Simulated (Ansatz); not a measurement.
`N#COCO`. Total charge 0; spin multiplicity 1.

Cartesian coordinates in Å:
```
N -2.339 1.372 -0.609
C -1.222 1.140 -0.429
O 0.019 0.898 -0.225
C 0.338 -0.527 -0.036
O 1.634 -0.620 0.347
H 0.225 -1.017 -1.003
H -0.382 -0.911 0.694
H 1.728 -0.335 1.262
```

(1) What are the harmonic wavenumbers in cm⁻¹ at PBE0-D4/def2-TZVP (Ansatz, finite differences of forces, unscaled)? (An estimate is asked.)

(2) Is this a minimum?

(3) Give the ideal-gas thermochemistry at 298.15 K and 1 bar (rigid rotor, harmonic oscillator; point group C1, symmetry number 1).

(4) Rotational constants (cm⁻¹)?

Results:

(1) The calculation gave: 51, 179, 398, 484, 542, 600, 894, 1055, 1164, 1216, 1256, 1408, 1435, 1528, 2382, 3053, 3148, 3846.

(2) Yes, all 18 modes are real.

(3) Zero-point energy 147.4 kJ/mol; H(298) − E = 163.8 kJ/mol; entropy 308.5 J/(mol·K), of which translation 162.4, rotation 103.6, vibration 42.5; G(298) − E = 71.8 kJ/mol. Modes under 100 cm⁻¹ are hindered rotations or soft bends, so the harmonic entropy is rough.

(4) 1.165, 0.08709, 0.08324.
